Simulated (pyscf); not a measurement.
SnH₄ (SMILES [SnH4]) + CH₃• (SMILES [CH3]) -> SnH₃• (SMILES [SnH3]) + CH₄ (SMILES C), a hydrogen abstraction (doublet surface; H–Sn broken, C–H formed). Optimised with ωB97X-D3(BJ)/def2-SVP in PySCF. Correlated levels are frozen-core, on RHF or UHF. ΔMP2 is the change of the MP2 total energy from the triple- to the quadruple-zeta basis. Energies in kcal/mol from the separated reactants.

AM1 to PM7: differences of heats of formation from MOPAC. Open shells are spin-unrestricted. 

Task: Quick PM6 single points give ΔE‡ = 2.2 kcal/mol and ΔE = -21.1 kcal/mol. What does CCSD(T)/def2-TZVPP + ΔMP2(QZVPP) give, and how far is the quick result from it?

Result: CCSD(T)/def2-TZVPP + ΔMP2(QZVPP) gives ΔE‡ = 3.5 kcal/mol and ΔE = -31.2 kcal/mol. PM6 lies 1.3 kcal/mol under it in the barrier and 10.1 kcal/mol over it in the reaction energy, so on this step it does not hold to within 3.0 kcal/mol. CCSD(T)/def2-TZVPP + ΔMP2(QZVPP) has limits of its own. One saddle was located; it need not be the lowest between these sides. The angle at the transferred H is 180°. The CCSD(T) − MP2 part came from Ansatz, without density fitting, on the same reference. The frozen core leaves the outer d or s,p core shells of the metals and heavy elements correlated in the MP2 and CC values, and def2-TZVPP describes them poorly, which can shift differences by a few kcal/mol. Elements past Kr carry the def2 core potentials, without spin-orbit coupling.
